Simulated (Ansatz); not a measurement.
## HO–B–P, doublet: the ladder up to UCCSDT(Q)

Geometry: displaced at random from a stationary point.

```tsv
atom	x (Å)	y (Å)	z (Å)
O	0.0646	-0.2298	0.9588
B	-0.1003	-0.1476	-0.3402
P	-0.0237	-0.1448	-2.0846
H	0.0594	0.5222	1.4660
```

Basis cc-pVDZ; Ansatz 0.2.0. Only valence electrons are correlated (noble-gas cores frozen), which leaves 15 electrons in 44 orbitals. Prefix R: restricted or restricted open-shell reference; prefix U: unrestricted.

Full CI isn't at hand for all of this; UCCSDT(Q) serves as the reference, and is uncertain by about the last step of the cluster series. The frozen core follows each run's orbitals, which can shift R against U totals by a few meV.

For open shells CISD is restricted-active-space CI with the open shells as a complete middle space.

The UHF ⟨S²⟩ is 0.771, the T1 diagnostic (RCCSD) is 0.0212 and the largest doubles amplitude (RCCSD) is 0.091. The T1 diagnostic (UCCSD) is 0.0205.

```csv
level,E − E(RHF) (eV)
UHF,-0.0934
RMP2,-9.5558
UMP2,-9.5350
RCCSD,-10.2412
UCCSD,-10.2451
RCCSD(T),-10.5917
UCCSD(T),-10.5910
```

Problem. Estimate how far UCCSDT(Q) in cc-pVDZ lies from RCCSD(T). The table doesn't fix it; the size of (T) and the diagnostics are the guide.

Solution. UCCSDT(Q) in cc-pVDZ lies 2.38 mEh below RCCSD(T), which is 18 % of the (T) step (-12.88 mEh). The diagnostics are small and the rest is a small part of (T), but (T) is large here. The miss exceeds 1 kcal/mol.

The other levels:

```csv
level,E − E(UCCSDT(Q)) (mEh),share of correlation (%),wall time
CISD,54.26,86.15,8 s
BCCD(T),2.31,99.41,8 s
RCCSDT,1.18,99.70,–
UCCSDT,1.16,99.70,–
RCCSDT(Q),0.13,99.97,4.1 min
```

The correlation energy at UCCSDT(Q), counted from RHF, is -10.656 eV. That run took 3.7 min on 1 thread of Arm Neoverse V1, shared host.

Times hold each run's SCF and search for its determinant on a shared host, so for small cases they say little of a method's own cost; they ran on 1 thread of Arm Neoverse V1. Some runs computed forces too.
